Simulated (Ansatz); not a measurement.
Name a neutral molecule of Al, C, O and H with HOMO–LUMO gap (B3LYP/def2-TZVPP) between 5.15 and 5.45 eV and LUMO energy (PBE0/def2-TZVPP) between -1.75 and -1.45 eV (Ansatz, PBE0-D4/def2-TZVP geometry).

`[CH3][Al]=[O]` (5.21 eV, -1.52 eV). Other molecules can fit too; these were computed, each in one conformer that needn't be the lowest.

B3LYP here is the variant with VWN-RPA as its local correlation; programs differ in this.
